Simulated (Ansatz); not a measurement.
Ti, hcp: geometry optimisation

These are results of DFT, revPBE, plane waves (420 eV) with PAW, scalar-relativistic (Ansatz), not measurements. The PAW files were generated under PBE, with cores re-solved for the functional.

k-point mesh 12×12×7, Fermi-Dirac smearing 0.05 eV, starting moments 1.00 ×2 μB. Cell and atoms relax.

Starting structure:

```cif
data_structure
_symmetry_space_group_name_H-M 'P 1'
_symmetry_Int_Tables_number 1
_cell_length_a 2.9500
_cell_length_b 2.9500
_cell_length_c 4.6860
_cell_angle_alpha 90.000
_cell_angle_beta 90.000
_cell_angle_gamma 120.000
_cell_volume 35.32
loop_
_atom_site_label
_atom_site_type_symbol
_atom_site_fract_x
_atom_site_fract_y
_atom_site_fract_z
_atom_site_occupancy
Ti1 Ti 0.33333 0.66667 0.25000 1
Ti2 Ti 0.66667 0.33333 0.75000 1
```

Q: What cell does the relaxation end in?

A: P6_3/mmc with a = 2.960 Å, c = 4.683 Å (c/a = 1.582); 17.77 Å³ per atom against 17.66 at the start (0.6 %).

Q: How much energy does the relaxation gain?

A: 0.3 meV per atom.

Path of the relaxation (the plane waves are chosen anew near the end, which can shift the energy a little):

```tsv
step	E − E(final) (meV/atom)	V (Å³/atom)	P (GPa)	max force (eV/Å)
0	0.28	17.658	0.64	0.000
1	0.02	17.763	0.00	0.000
2	0.01	17.765	-0.01	0.000
3	0.00	17.765	-0.01	0.000
```

Q: Which magnetic state does it end in?

A: non-magnetic.
